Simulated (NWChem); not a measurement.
# doublet C4H10S+: levels of theory compared

We compute a comparison of 6 runs (UB3LYP/6-31G*, UCAM-B3LYP/6-31G*, UM06-2X/6-31G*, UM06-L/6-31G*, UBHLYP/6-31G*, UPBE0/6-31G*) of doublet C4H10S+. 

The results are computed with NWChem 7.3.0.

### 1 Starting point

C4H10S+ has 15 atoms, charge +1, and is taken as a doublet. SMILES of the parent species: `CCSCC`. Geometry: relaxed at PBE0-D4/def2-TZVP. This is one conformer, not always the lowest. That shape belongs to the parent species and isn't relaxed for this state.

Bond lengths: C1–C2 1.515 Å, C2–S3 1.806 Å, S3–C4 1.806 Å, C4–C5 1.515 Å, C1–H6 1.092 Å, C1–H7 1.094 Å, C1–H8 1.092 Å, C2–H9 1.093 Å, C2–H10 1.093 Å, C4–H11 1.093 Å, C4–H12 1.093 Å, C5–H13 1.092 Å, C5–H14 1.092 Å, C5–H15 1.094 Å. Some angles: C1–C2–S3 114.8°, C2–S3–C4 102.2°, S3–C4–C5 114.8°, C1–C2–H9 110.6°, C1–C2–H10 111.2°, S3–C2–H9 103.6°, S3–C2–H10 109.5°, C2–C1–H6 110.9°, C2–C1–H7 110.4°, C2–C1–H8 111.6°.

### 2 The energy at UB3LYP/6-31G(d) (spherical functions) (run 1)

File work.xyz:

```xyz
15
C4H10S energy
C     -1.973500     0.077200    -0.225200
C     -0.909300    -0.781100    -0.878900
S      0.234800    -1.576900     0.269900
C      1.046600    -0.160100     1.041900
C      1.852100     0.706000     0.094600
H     -2.543000    -0.499300     0.506200
H     -2.666800     0.464900    -0.977100
H     -1.537200     0.936200     0.289400
H     -1.365700    -1.620400    -1.409900
H     -0.344200    -0.212900    -1.622000
H      0.307100     0.431800     1.587200
H      1.697200    -0.614700     1.793500
H      2.597900     0.111800    -0.436800
H      1.214400     1.189000    -0.649100
H      2.367900     1.497700     0.645600
```

File work.nw:

```
start work
title "C4H10S energy"
memory stack 880 mb heap 220 mb global 1100 mb
charge 1

geometry noautosym nocenter noautoz
  load format xyz work.xyz
end

basis "ao basis" spherical bse
  * library 6-31G*
end

dft
  xc b3lyp
  mult 2
  grid fine
  convergence energy 1e-08
  maxiter 100
  mulliken
  print low
end

task dft energy
```

Started as:

```console
$ nwchem work.nw > work.out
```

The log of the run:

```text
[...]
 d= 0,ls=0.0,diis     1   -556.2654299474 -7.97D+02  4.07D-03  1.62D-01     5.4
[...]
 d= 0,ls=0.0,diis    10   -556.3294966456 -7.85D-09  5.89D-07  3.04D-09    49.1
[...]
         Total DFT energy =     -556.329496645636
      One electron energy =    -1227.387791197706
           Coulomb energy =      481.610406727581
    Exchange-Corr. energy =      -50.915335212258
 Nuclear repulsion energy =      240.363223036747
[...]
      Total Density - Mulliken Population Analysis
     ---------------------------------------------
    Atom       Charge   Shell Charges
 -----------   ------   -------------------------------------------------------
    1 C    6     6.48   2.00  0.67  2.14  0.65  0.99  0.03
    2 C    6     6.50   2.00  0.68  2.08  0.68  1.03  0.04
    3 S   16    15.36   2.00  2.00  5.97  1.45  2.86  0.41  0.60  0.08
    4 C    6     6.50   2.00  0.68  2.08  0.68  1.03  0.04
    5 C    6     6.48   2.00  0.67  2.14  0.65  0.99  0.03
    6 H    1     0.79   0.52  0.27
    7 H    1     0.76   0.51  0.25
    8 H    1     0.81   0.52  0.28
    9 H    1     0.74   0.52  0.23
   10 H    1     0.74   0.51  0.23
[...]
      <S2> =      0.7534 (Exact =     0.7500)
[...]
```

Wall time 50 s (1 thread of Intel Xeon Platinum 8488C (Sapphire Rapids), shared host); peak memory 0.12 GiB.

### 3 The energy at UCAM-B3LYP/6-31G(d) (spherical functions) (run 2)

File nw.xyz:

```xyz
15
C4H10S energy
C     -1.973500     0.077200    -0.225200
C     -0.909300    -0.781100    -0.878900
S      0.234800    -1.576900     0.269900
C      1.046600    -0.160100     1.041900
C      1.852100     0.706000     0.094600
H     -2.543000    -0.499300     0.506200
H     -2.666800     0.464900    -0.977100
H     -1.537200     0.936200     0.289400
H     -1.365700    -1.620400    -1.409900
H     -0.344200    -0.212900    -1.622000
H      0.307100     0.431800     1.587200
H      1.697200    -0.614700     1.793500
H      2.597900     0.111800    -0.436800
H      1.214400     1.189000    -0.649100
H      2.367900     1.497700     0.645600
```

File run.py:

```python
from ase.io import read
from ase.calculators.nwchem import NWChem

system = read('nw.xyz')

calc = NWChem(
    label='nw',
    theory='dft',
    memory='2200 mb',
    basis='6-31G*',
    basispar='spherical bse',
    charge=1,
    dft={'xc': 'xcamb88 1.00 lyp 0.81 vwn_5 0.19 hfexch 1.00', 'cam': '0.33 cam_alpha 0.19 cam_beta 0.46', 'mult': '2', 'grid': 'fine', 'convergence': 'energy 1e-08', 'direct': None, 'iterations': '100', 'mulliken': None, 'print': 'low'},
    task='energy',
)
system.calc = calc

e = system.get_potential_energy()
print(f"E = {e:.6f} eV")
```

Started as:

```console
$ export ASE_NWCHEM_COMMAND="nwchem PREFIX.nwi > PREFIX.nwo"
$ python run.py
```

The log of the run:

```text
E = -15135.318172 eV
```

The calculator wrote nw.nwi:

```
title "nw"

permanent_dir nw

scratch_dir nw

start nw

geometry units angstrom nocenter noautosym noautoz
  C  -1.9735000000000000e+00 7.7200000000000005e-02 -2.2520000000000001e-01
  C  -9.0930000000000000e-01 -7.8110000000000002e-01 -8.7890000000000001e-01
  S  2.3480000000000001e-01 -1.5769000000000000e+00 2.6989999999999997e-01
  C  1.0466000000000000e+00 -1.6009999999999999e-01 1.0419000000000000e+00
  C  1.8521000000000001e+00 7.0599999999999996e-01 9.4600000000000004e-02
  H  -2.5430000000000001e+00 -4.9930000000000002e-01 5.0619999999999998e-01
  H  -2.6667999999999998e+00 4.6489999999999998e-01 -9.7709999999999997e-01
  H  -1.5371999999999999e+00 9.3620000000000003e-01 2.8939999999999999e-01
  H  -1.3656999999999999e+00 -1.6204000000000001e+00 -1.4098999999999999e+00
  H  -3.4420000000000001e-01 -2.1290000000000001e-01 -1.6220000000000001e+00
  H  3.0709999999999998e-01 4.3180000000000002e-01 1.5871999999999999e+00
  H  1.6972000000000000e+00 -6.1470000000000002e-01 1.7935000000000001e+00
  H  2.5979000000000001e+00 1.1180000000000000e-01 -4.3680000000000002e-01
  H  1.2143999999999999e+00 1.1890000000000001e+00 -6.4910000000000001e-01
  H  2.3679000000000001e+00 1.4977000000000000e+00 6.4559999999999995e-01
end

charge 1

memory 2200 mb

basis spherical bse noprint
   * library 6-31G*
end

dft
  xc xcamb88 1.00 lyp 0.81 vwn_5 0.19 hfexch 1.00
  cam 0.33 cam_alpha 0.19 cam_beta 0.46
  mult 2
  grid fine
  convergence energy 1e-08
  direct
  iterations 100
  mulliken
  print low
end

task dft energy
```

nw.nwo:

```text
Northwest Computational Chemistry Package (NWChem) 7.3.0
             --------------------------------------------------------

           Job information
           ---------------

    nwchem branch   = 7.3.0
    use scalapack   = T
    input           = nw.nwi
    prefix          = nw.
    data base       = nw/nw.db
    status          = startup
    nproc           =        1

           Memory information
           ------------------

    heap     =     72089598 doubles =      550.0 Mbytes
    stack    =     72089595 doubles =      550.0 Mbytes
    global   =    144179200 doubles =     1100.0 Mbytes (distinct from heap & stack)
    total    =    288358393 doubles =     2200.0 Mbytes
    verify   = yes
    hardfail = no

           Directory information
           ---------------------

  0 permanent = nw
  0 scratch   = nw

                                NWChem Input Module
                                -------------------

                                        nw
                                        --

[... 25 lines left out ...]
            Nuclear Dipole moment (a.u.)
[... 101 lines left out ...]
   convergence    iter        energy       DeltaE   RMS-Dens  Diis-err    time
[... 13 lines left out ...]
         Total DFT energy =     -556.212688256458
      One electron energy =    -1227.284913832508
           Coulomb energy =      481.494680412814
    Exchange-Corr. energy =      -50.785677873511
 Nuclear repulsion energy =      240.363223036746
[... 29 lines left out ...]
     -------------------------------------------
      Total Density - Lowdin Population Analysis
     -------------------------------------------

    Atom       Charge   Shell Charges
 -----------   ------   -------------------------------------------------------
    1 C    6     6.37   1.99  0.54  1.94  0.43  1.39  0.07
    2 C    6     6.35   1.99  0.56  1.91  0.44  1.37  0.08
    3 S   16    15.29   2.00  1.99  5.89  1.10  2.59  0.55  1.09  0.09
[... 11 lines of this table left out ...]
   15 H    1     0.82   0.48  0.34

     ------------------------------------------
      Spin Density - Lowdin Population Analysis
     ------------------------------------------

    Atom       Charge   Shell Charges
 -----------   ------   -------------------------------------------------------
    1 C    6     0.03   0.00  0.00  0.02  0.00  0.00 -0.00
    2 C    6    -0.01  -0.00 -0.00  0.00 -0.00 -0.01  0.01
    3 S   16     0.89   0.00  0.00  0.02  0.01  0.61  0.01  0.24  0.00
[... 11 lines of this table left out ...]
   15 H    1     0.00   0.00  0.00

     --------------------------
     Expectation value of S2:
     --------------------------
      <S2> =      0.7540 (Exact =     0.7500)

 Task  times  cpu:       95.4s     wall:       95.4s
 Total times  cpu:       95.5s     wall:       95.5s
```

Run time: 97 s. Hardware: 1 thread of Intel Xeon Platinum 8488C (Sapphire Rapids), shared host; peak memory 0.12 GiB.

Runs 3 to 5 aren't shown in full; the table further down has their settings and results.

### 4 The energy at UPBE0/6-31G(d) (spherical functions) (run 6)

File run.nw:

```
START run
memory total 2200 mb
charge 1

GEOMETRY units au noautosym nocenter noautoz
  C     -3.72937451     0.14588686    -0.42556632
  C     -1.71832797    -1.47606508    -1.66088029
  S      0.44370769    -2.97990913     0.51003708
  C      1.97778736    -0.30254515     1.96890565
  C      3.49996176     1.33414664     0.17876809
  H     -4.80557353    -0.94354025     0.95657936
  H     -5.03952163     0.87853368    -1.84645140
  H     -2.90488700     1.76916160     0.54688674
  H     -2.58079897    -3.06211221    -2.66432486
  H     -0.65044373    -0.40232269    -3.06513577
  H      0.58033489     0.81598374     2.99937331
  H      3.20724318    -1.16161465     3.38922380
  H      4.90931950     0.21127138    -0.82543237
  H      2.29488341     2.24688436    -1.22662123
  H      4.47468249     2.83024282     1.22000719
END

BASIS spherical bse
  * library 6-31G*
END

DFT
  xc pbe0
  mult 2
  grid fine
  convergence energy 1e-08
  iterations 100
  mulliken
  print medium
END

TASK dft energy
```

Started as:

```console
$ nwchem run.nw > run.out
```

The log of the run:

```text
[...]
          Wavefunction type:  spin polarized.
          No. of atoms     :    15
          No. of electrons :    49
[...]
          Charge           :     1
          Spin multiplicity:     2
[...]
          AO basis - number of functions:    94
[...]
              XC Information
              --------------
                         PBE0 Method XC Functional
                     Hartree-Fock (Exact) Exchange  0.250
          PerdewBurkeErnzerhof Exchange Functional  0.750
            Perdew 1991 LDA Correlation Functional  1.000 local
           PerdewBurkeErnz. Correlation Functional  1.000 non-local
[...]
 d= 0,ls=0.0,diis     1   -555.9153463692 -7.96D+02  3.80D-03  1.47D-01     5.5
[...]
 d= 0,ls=0.0,diis    11   -555.9735724829 -4.23D-09  1.57D-07  1.44D-10    54.8
[...]
         Total DFT energy =     -555.973572482889
      One electron energy =    -1227.350643383242
           Coulomb energy =      481.555657242612
    Exchange-Corr. energy =      -50.541791956642
 Nuclear repulsion energy =      240.363205614382
[...]
      Total Density - Mulliken Population Analysis
     ---------------------------------------------
    Atom       Charge   Shell Charges
 -----------   ------   -------------------------------------------------------
    1 C    6     6.56   2.00  0.66  2.12  0.70  1.05  0.03
    2 C    6     6.59   2.00  0.66  2.06  0.72  1.10  0.04
    3 S   16    15.32   2.00  2.00  5.97  1.43  2.85  0.41  0.58  0.08
    4 C    6     6.59   2.00  0.66  2.06  0.72  1.10  0.04
    5 C    6     6.56   2.00  0.66  2.12  0.70  1.05  0.03
    6 H    1     0.76   0.51  0.25
    7 H    1     0.73   0.51  0.22
    8 H    1     0.78   0.52  0.26
    9 H    1     0.71   0.51  0.20
   10 H    1     0.71   0.50  0.20
[...]
      <S2> =      0.7544 (Exact =     0.7500)
[...]
```

Wall time 56 s (1 thread of Intel Xeon Platinum 8488C (Sapphire Rapids), shared host); peak memory 0.12 GiB.

### 5 The series

| run | level | energy (Eh) | ⟨S²⟩ | wall time |
| --- | --- | --- | --- | --- |
| 1 | UB3LYP/6-31G* (spherical functions) | -556.329497 | 0.753 | 50 s |
| 2 | UCAM-B3LYP/6-31G* (spherical functions) | -556.212688 | 0.754 | 97 s |
| 3 | UM06-2X/6-31G* (spherical functions) | -556.191979 | 0.754 | 72 s |
| 4 | UM06-L/6-31G* (spherical functions) | -556.275259 | 0.755 | 78 s |
| 5 | UBHLYP/6-31G* (spherical functions) | -556.202317 | 0.756 | 57 s |
| 6 | UPBE0/6-31G* (spherical functions) | -555.973572 | 0.754 | 56 s |

### 6 What came out

```
                                 quantity          value
                      run 6: total energy  -555.97357 Eh
run 6: HOMO energy (highest over α and β)      -14.32 eV
 run 6: LUMO energy (lowest over α and β)      -10.45 eV
                              run 6: ⟨S²⟩          0.754
```

What this shows: Totals of different functionals can't be ranked against each other. All runs together took 6.8 min, the longest 97 s.
